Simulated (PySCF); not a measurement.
# C5H5S+: magnetic properties

Aim: compute the magnetic properties of C5H5S+ (`c1cc[s+]cc1`).

Computed with PySCF 2.14.0 and routines of our own; the level stands in each step. Atoms count from 0.

## 1. The system as given

11 atoms, charge 1, multiplicity 1; geometry from: GFN2-xTB.

## 2. Geometry optimisation at PBE0-D3(BJ)/def2-SVP

Job settings and geometry (Å):

```
{"job": {"xc": "PBE0", "basis": "def2-SVP", "d3": "d3bj", "grid": 1, "kind": "geom"}, "charge": 1, "multiplicity": 1}
C     -0.046086     1.146162    -0.101862
C     -1.239638     0.430584    -0.046886
C     -1.283897    -0.937501     0.069143
S      0.079203    -1.934407     0.162261
C      1.356754    -0.829335     0.078006
C      1.201606     0.530451    -0.040220
H     -0.089886     2.221483    -0.195372
H     -2.175425     0.970459    -0.097332
H     -2.227278    -1.463673     0.108265
H      2.339698    -1.276486     0.124643
H      2.090373     1.144935    -0.086609
```

Started as:

```
> OMP_NUM_THREADS=1 python excited_run.py task.json out
```

One launch serves the whole session: the jobs run in the order shown.

Log:

```text
step   0  E = -590.82589381  max force = 0.009262
step   1  E = -590.82679121  max force = 0.002636
step   2  E = -590.82679612  max force = 0.001338
step   3  E = -590.82680003  max force = 0.000886
step   4  E = -590.82680183  max force = 0.000371
optimisation converged
```

Run time: 17 s. Hardware: 1 thread of Arm Neoverse V1, shared host; peak memory 0.51 GiB.

Relaxation path:

```tsv
step	energy from step 0 (eV)	largest force component (eV/Å)
0	0.0000	0.4763
1	-0.0244	0.1355
2	-0.0246	0.0688
3	-0.0247	0.0456
4	-0.0247	0.0191
```

Distances of close pairs at the start and the end, largest changes first:

```tsv
bond	before (Å)	after (Å)	change (Å)
C4–H9	1.081	1.095	+0.014
C2–H8	1.081	1.095	+0.014
C0–H6	1.080	1.093	+0.013
C5–H10	1.082	1.093	+0.012
C1–H7	1.082	1.093	+0.012
C1–C2	1.374	1.382	+0.008
C4–C5	1.374	1.382	+0.008
S3–C4	1.691	1.685	-0.006
```

The next job starts from the end point, and lists it.

```tsv
at the end point	value
point group (found at 0.08 Å tolerance)	C2v
rotational constants (GHz, main isotopes)	5.133, 3.635, 2.128
```

## 3. Magnetic properties: GIAO B3LYP/aug-pcSseg-1

Job settings and geometry (Å):

```
{"job": {"kind": "mag", "xc": "B3LYP", "basis": "aug-pcSseg-1", "isotopologues": 2}, "charge": 1, "multiplicity": 1}
C     -0.054421     1.163705    -0.093554
C     -1.254515     0.446698    -0.045466
C     -1.293513    -0.929610     0.072652
S      0.075134    -1.907631     0.174478
C      1.356183    -0.815716     0.095664
C      1.201679     0.552113    -0.025585
H     -0.100263     2.251965    -0.188406
H     -2.205055     0.983440    -0.102665
H     -2.238630    -1.481535     0.109057
H      2.344277    -1.284886     0.148315
H      2.103696     1.168070    -0.068549
```

With the program's defaults for keys left out, this is: GIAO B3LYP/aug-pcSseg-1 magnetisability, rotational g tensor and spin-rotation constants, non-relativistic, gas phase.

Log:

```text
coarse grid: 10160 points
cycle   1  E = -591.3711597513  dE =  1.219e+00  |g| = 2.638e-01  |ddm| = 8.853e+00
cycle   2  E = -591.3360417680  dE =  3.512e-02  |g| = 4.260e-01  |ddm| = 2.085e+00
cycle   3  E = -591.3897201349  dE = -5.368e-02  |g| = 6.863e-02  |ddm| = 1.113e+00
cycle   4  E = -591.3909100259  dE = -1.190e-03  |g| = 3.131e-02  |ddm| = 2.424e-01
cycle   5  E = -591.3911395162  dE = -2.295e-04  |g| = 7.257e-03  |ddm| = 7.233e-02
cycle   6  E = -591.3911531856  dE = -1.367e-05  |g| = 1.590e-03  |ddm| = 2.174e-02
cycle   7  E = -591.3911537858  dE = -6.002e-07  |g| = 4.737e-04  |ddm| = 4.910e-03
final grid: 94648 points
cycle   8  E = -591.4384942870  dE = -2.299e-05  |g| = 4.177e-03  |ddm| = 2.118e-01
cycle   9  E = -591.4384900982  dE =  4.189e-06  |g| = 5.607e-03  |ddm| = 2.416e-02
cycle  10  E = -591.4384985212  dE = -8.423e-06  |g| = 1.173e-03  |ddm| = 1.555e-02
cycle  11  E = -591.4384989425  dE = -4.213e-07  |g| = 2.869e-04  |ddm| = 3.858e-03
cycle  12  E = -591.4384989629  dE = -2.042e-08  |g| = 9.095e-05  |ddm| = 7.866e-04
cycle  13  E = -591.4384989648  dE = -1.908e-09  |g| = 2.642e-05  |ddm| = 2.394e-04
cycle  14  E = -591.4384989649  dE = -1.177e-10  |g| = 1.552e-05  |ddm| = 7.973e-05
converged SCF energy = -591.4384989649

Magnetisability tensor (1e-30 J/T^2)
     -581.21        0.82       13.20
        0.82     -580.68      -95.35
       13.20      -95.35    -1671.74
isotropic -944.54   principal values   -1680.17   -581.06   -572.40
isotropic susceptibility -56.882 1e-6 cm^3/mol

Inertial axes            a          b          c
rot. const./GHz      5.1334     3.6352     2.1282
chi total           -34.471    -34.992   -101.182
chi diamagnetic    -309.812   -387.160   -622.370
chi paramagnetic    275.341    352.168    521.188
quadrupole/D A        6.598      9.731    -16.329
g nuclear            0.6042     0.5568     0.5765
g electronic        -0.6640    -0.6014    -0.5211
g total             -0.0598    -0.0446     0.0554

Spin-rotation constants (kHz, H = +C I.J)
atom  isotope        aa         bb         cc
  6     1H        0.581     -0.444     -0.234
  7     1H       -0.290      0.164     -0.234
  8     1H       -0.351      0.238     -0.246
  9     1H       -0.351      0.238     -0.246
 10     1H       -0.290      0.164     -0.234
  0    13C*       2.787      1.610      0.201
  1    13C*       2.229      1.771      0.198
  2    13C*       2.341      2.018      0.235
  3    33S*       2.921      1.874      0.476
* in the singly substituted isotopologue

Isotopologues: g along a, b, c
2H    at 6,7,8,9,10        -0.0497    -0.0405     0.0483
13C   at 0                 -0.0598    -0.0437     0.0547
```

It took 24 s on 1 thread of Arm Neoverse V1, shared host; peak memory 0.8 GiB.

From this job:

```tsv
quantity	value
magnetisability	-945·10⁻³⁰ J/T²
molar susceptibility	-56.9·10⁻⁶ cm³/mol
rotational g (a, b, c)	-0.0598, -0.0446, 0.0554
```

## 4. Magnetic properties: GIAO CAM-B3LYP/6-31G in chloroform

Settings changed since step 3:

```diff
@@ -1,2 +1,2 @@
-{"job": {"kind": "mag", "xc": "B3LYP", "basis": "aug-pcSseg-1", "isotopologues": 2}, "charge": 1, "multiplicity": 1}
+{"job": {"kind": "mag", "xc": "CAM-B3LYP", "basis": "6-31G", "solvent": "chloroform"}, "charge": 1, "multiplicity": 1}
 C     -0.054421     1.163705    -0.093554
```

With the program's defaults for keys left out, this is: GIAO CAM-B3LYP/6-31G magnetisability, non-relativistic, IEF-PCM chloroform.

Log:

```text
coarse grid: 10160 points
cycle   1  E = -591.3366311404  dE =  1.480e+00  |g| = 2.705e-01  |ddm| = 3.451e+00
cycle   2  E = -591.3527829827  dE = -1.615e-02  |g| = 2.168e-01  |ddm| = 9.964e-01
cycle   3  E = -591.3649090385  dE = -1.213e-02  |g| = 4.859e-02  |ddm| = 2.573e-01
cycle   4  E = -591.3655313405  dE = -6.223e-04  |g| = 1.545e-02  |ddm| = 6.779e-02
cycle   5  E = -591.3655985009  dE = -6.716e-05  |g| = 2.911e-03  |ddm| = 2.127e-02
cycle   6  E = -591.3656005520  dE = -2.051e-06  |g| = 1.048e-03  |ddm| = 3.661e-03
final grid: 94648 points
cycle   7  E = -591.3033572460  dE = -6.706e-06  |g| = 2.642e-03  |ddm| = 1.071e-02
cycle   8  E = -591.3033579805  dE = -7.345e-07  |g| = 2.210e-03  |ddm| = 5.085e-03
cycle   9  E = -591.3033592983  dE = -1.318e-06  |g| = 2.328e-04  |ddm| = 2.680e-03
cycle  10  E = -591.3033593162  dE = -1.785e-08  |g| = 5.307e-05  |ddm| = 3.981e-04
cycle  11  E = -591.3033593171  dE = -9.387e-10  |g| = 2.830e-05  |ddm| = 1.062e-04
converged SCF energy = -591.3033593171

Magnetisability tensor (1e-30 J/T^2)
     -606.62        1.61       14.46
        1.61     -622.70     -103.60
       14.46     -103.60    -1808.11
isotropic -1012.48   principal values   -1817.27   -613.74   -606.42
isotropic susceptibility -60.973 1e-6 cm^3/mol

Inertial axes            a          b          c
rot. const./GHz      5.1334     3.6352     2.1282
chi total           -36.960    -36.520   -109.438
chi diamagnetic    -309.522   -388.131   -623.480
chi paramagnetic    272.562    351.611    514.042
quadrupole/D A        5.091     10.367    -15.458
```

Run time: 8.3 s. Hardware: 1 thread of Arm Neoverse V1, shared host; peak memory 0.55 GiB.

Key values:

```tsv
quantity	value
magnetisability	-1012·10⁻³⁰ J/T²
molar susceptibility	-61.0·10⁻⁶ cm³/mol
```

## 5. Magnetic properties: GIAO X3LYP/pcSseg-0 in chloroform

Settings changed since step 4:

```diff
@@ -1,2 +1,2 @@
-{"job": {"kind": "mag", "xc": "CAM-B3LYP", "basis": "6-31G", "solvent": "chloroform"}, "charge": 1, "multiplicity": 1}
+{"job": {"kind": "mag", "xc": "X3LYP", "basis": "pcSseg-0", "solvent": "chloroform", "scf": {"aux": "def2-universal-jkfit"}}, "charge": 1, "multiplicity": 1}
 C     -0.054421     1.163705    -0.093554
```

Level: GIAO X3LYP/pcSseg-0 magnetisability, non-relativistic, IEF-PCM chloroform.

Log:

```text
final grid: 94648 points
cycle   1  E = -590.4715678012  dE =  1.145e+00  |g| = 2.468e-01  |ddm| = 3.766e+00
cycle   2  E = -590.4639444075  dE =  7.623e-03  |g| = 3.096e-01  |ddm| = 9.093e-01
cycle   3  E = -590.4912829747  dE = -2.734e-02  |g| = 5.865e-02  |ddm| = 4.421e-01
cycle   4  E = -590.4921693417  dE = -8.864e-04  |g| = 1.775e-02  |ddm| = 8.652e-02
cycle   5  E = -590.4922420193  dE = -7.268e-05  |g| = 6.362e-03  |ddm| = 2.898e-02
cycle   6  E = -590.4922523052  dE = -1.029e-05  |g| = 6.780e-04  |ddm| = 7.620e-03
cycle   7  E = -590.4922524244  dE = -1.192e-07  |g| = 1.015e-04  |ddm| = 1.064e-03
cycle   8  E = -590.4922524264  dE = -2.004e-09  |g| = 5.897e-05  |ddm| = 2.085e-04
cycle   9  E = -590.4922524273  dE = -9.362e-10  |g| = 4.819e-06  |ddm| = 8.222e-05
converged SCF energy = -590.4922524273

Magnetisability tensor (1e-30 J/T^2)
     -644.76        1.37       14.17
        1.37     -655.53     -101.87
       14.17     -101.87    -1821.00
isotropic -1040.43   principal values   -1830.01   -646.71   -644.58
isotropic susceptibility -62.656 1e-6 cm^3/mol

Inertial axes            a          b          c
rot. const./GHz      5.1334     3.6352     2.1282
chi total           -38.945    -38.817   -110.206
chi diamagnetic    -311.793   -390.493   -625.782
chi paramagnetic    272.847    351.676    515.576
quadrupole/D A        5.022     10.452    -15.474
```

Run time: 5.7 s. Hardware: 1 thread of Arm Neoverse V1, shared host; peak memory 0.55 GiB.

From this job:

```tsv
quantity	value
magnetisability	-1040·10⁻³⁰ J/T²
molar susceptibility	-62.7·10⁻⁶ cm³/mol
```

## 6. Summary of results

```
                                                quantity                     value
                                             point group                       C2v
                    rotational constants (main isotopes)      5.13, 3.64, 2.13 GHz
       magnetisability (step 3, GIAO B3LYP/aug-pcSseg-1)           -945·10⁻³⁰ J/T²
  molar susceptibility (step 3, GIAO B3LYP/aug-pcSseg-1)        -56.9·10⁻⁶ cm³/mol
rotational g (a, b, c) (step 3, GIAO B3LYP/aug-pcSseg-1)  -0.0598, -0.0446, 0.0554
```

What this shows: Relaxing lowered the energy by 0.025 eV in 4 steps; the close pair that moved most is C4–H9, from 1.081 to 1.095 Å. No frequency check was run at this level, so the end point may be a saddle. For an ion, the motion of the centre of mass in the field is left out. Vibrational averaging and real surroundings are missing from these values.
